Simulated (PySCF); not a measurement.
Compound: C4H3N.
Atom-mapped SMILES: `[N:1]#[C:2][CH:3]1[CH:4]=[CH:5]1` (hydrogens: H6 on C3; H7 on C4; H8 on C5)

Structure optimised with GFN2-xTB, isolated species.

Task: List the bond lengths, angles and torsions at this level.

Result: 
| bond | length (pm) | order |
| --- | --- | --- |
| N1≡C2 | 114.6 | triple |
| C2–C3 | 142.3 | single |
| C3–C4, C3–C5 | 151.4 | single |
| C4=C5 | 129.4 | double |
| C3–H6 | 108.8 | single |
| C4–H7, C5–H8 | 106.1 | single |

Bonds in one row agree within 1 pm and their mean is given. Orders are formal, as drawn. A selection of angles:
| angle | degrees |
| --- | --- |
| N1–C2–C3 | 179.9 |
| C2–C3–C4 | 119.4 |
| C2–C3–H6 | 113.5 |
| C4–C3–C5 | 50.6 |
| C4–C3–H6 | 120.0 |
| C3–C4–C5 | 64.7 |
| C3–C4–H7 | 142.7 |
| C5–C4–H7 | 152.6 |

Dihedral angles: C2–C3–C4–C5 105° (anticlinal); C2–C3–C5–C4 -105° (anticlinal).

The 4 C–C bonds span 1.294 Å (C4=C5, drawn double) to 1.514 Å (C3–C5, drawn single), a spread of 0.220 Å. The 3-membered ring C3–C4–C5 has internal angles of 50.6° to 64.7°.

Point group: Cs (every atom within 0.08 Å of its image). GFN2-xTB frequencies: not computed here.
